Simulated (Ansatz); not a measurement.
Worked example: correlation energy of N–CH3, quintet

Geometry: that of the N–CH3, triplet, kept fixed. The triplet lies 10.0 eV lower here.

```xyz
5

N    -0.7673    0.0072    0.0072
C     0.6359   -0.0060   -0.0060
H     1.0187   -1.0379   -0.0046
H     1.0416    0.5087    0.8782
H     1.0248    0.5001   -0.9026
```

Basis cc-pVDZ; Ansatz 0.2.0. Correlated methods freeze the noble-gas cores, which leaves 12 electrons in 41 orbitals. R marks a restricted (for open shells ROHF) determinant, U an unrestricted one.

Full CI isn't at hand for all of this; UCCSDT(Q) serves as the reference, and is uncertain by the last step of the cluster series or more.

UCCSD has a T1 diagnostic of 0.028 and a largest doubles amplitude of 0.03.

Runs differ by some tens of microhartree through their thresholds and, for an open shell, their frozen cores, so steps under 0.03 kcal/mol mean nothing.

```json
{"level": "UHF", "total energy (hartree)": "-93.652416"}
{"level": "UMP2", "total energy (hartree)": "-93.882355"}
{"level": "UCCSD", "total energy (hartree)": "-93.918070"}
{"level": "UCCSD(T)", "total energy (hartree)": "-93.926739"}
{"level": "UCCSDT", "total energy (hartree)": "-93.928329"}
{"level": "UCCSDT(Q)", "total energy (hartree)": "-93.928867"}
```

Task: What is the correlation energy at UCCSDT(Q), and what share of it do UMP2 and UCCSD(T) recover?

Result: E(corr) = -93.928867 − (-93.652416) = -0.276451 hartree = -7.523 eV. UMP2: -0.229939 / -0.276451 = 83.18 %. UCCSD(T): -0.274323 / -0.276451 = 99.23 %.

Task: By how many kcal/mol does UCCSD(T) miss UCCSDT(Q) (1 hartree = 627.509 kcal/mol), and which steps make up the rest?

Result: -93.926739 − (-93.928867) = 0.002128 hartree = 1.34 kcal/mol. Steps: UCCSDT − UCCSD(T) = -1.00, UCCSDT(Q) − UCCSDT = -0.34 kcal/mol. Differences between like states or geometries often cancel part of this.
